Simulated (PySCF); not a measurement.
Beryllium: a sound run and one with changed settings

Sound run: Be [He] 2s2, Be⁺ [He] 2s1. Computed with PySCF 2.14 in aug-cc-pVDZ-DK (4s3p2d, 23 functions), with the spin-free X2C one-electron Hamiltonian (Gaussian nucleus). In the sound run the correlated levels freeze 1s2. The sound run starts from symmetry-adapted Hartree-Fock orbitals and uses a fine grid where one is needed.

Changed run: basis STO-3G, all-electron and non-relativistic. This setting is unsound on purpose.

```tsv
species	method	sound run (hartree)	changed run (hartree)	converged
Be	UHF	-14.57489	-14.35188	yes
Be	MN15	-14.66165	-14.33935	yes
Be	M06-2X	-14.66714	-14.45482	yes
Be	MP2	-14.60066	-14.37567	yes
Be	CCSD(T)	-14.61939	-14.40333	yes
Be⁺	UHF	-14.27811	-14.09784	yes
Be⁺	MN15	-14.33095	-14.05313	yes
Be⁺	M06-2X	-14.33282	-14.15566	yes
```

Ionisation energy of Be:

| method | sound run (eV) | changed run (eV) |
| --- | --- | --- |
| UHF | 8.076 | 6.913 |
| MN15 | 8.999 | 7.788 |
| M06-2X | 9.097 | 8.141 |
| MP2 | 8.777 | 7.560 |
| SCS-MP2 | 8.917 | 7.690 |
| CCSD | 9.287 | 8.313 |
| CCSD(T) | 9.287 | 8.313 |
| CCSDT | 9.287 | 8.313 |
| FCI | 9.287 | 8.313 |

A minimal basis cannot let orbitals breathe on ionisation and holds almost no correlation. The Hamiltonian changed with the basis, so the totals do not compare.

For comparison, NIST gives 9.323 eV between the lowest levels.
